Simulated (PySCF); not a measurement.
Energies from PySCF, thermal terms from the rigid-rotor harmonic-oscillator model, ideal gas at 1 bar. 'Table' is the NASA 1993 thermochemical table (part measured, part estimated). All species are closed-shell singlets. The harmonic model lacks anharmonicity and excited electronic states, which grow with temperature; levels with a mode under 35 cm⁻¹ are left out. The table's entry may be an old estimate for CHCl₂F (not checked at source).

Harmonic frequencies at PBE0/def2-TZVP (cm⁻¹): 276, 370, 464, 747, 811, 1121, 1256, 1335, 3155. Point group Cs; S°(298 K) = 292.9 J/mol/K at this level.

Problem. Work out Cp and S° of gaseous CHCl₂F at 500, 800, 1200, 1600, 2000 K from these, and set them beside the table.

Solution. 
| T (K) | Cp PBE0/def2-TZVP | Cp table | S° PBE0/def2-TZVP | S° table |
|---|---|---|---|---|
| 500 | 76.7 | 77.1 | 328.3 | 328.9 |
| 800 | 89.1 | 89.6 | 367.4 | 368.2 |
| 1200 | 96.9 | 96.9 | 405.2 | 406.2 |
| 1600 | 100.9 | 100.9 | 433.7 | 434.6 |
| 2000 | 103.1 | 103.5 | 456.5 | 457.4 |
Units J/mol/K.
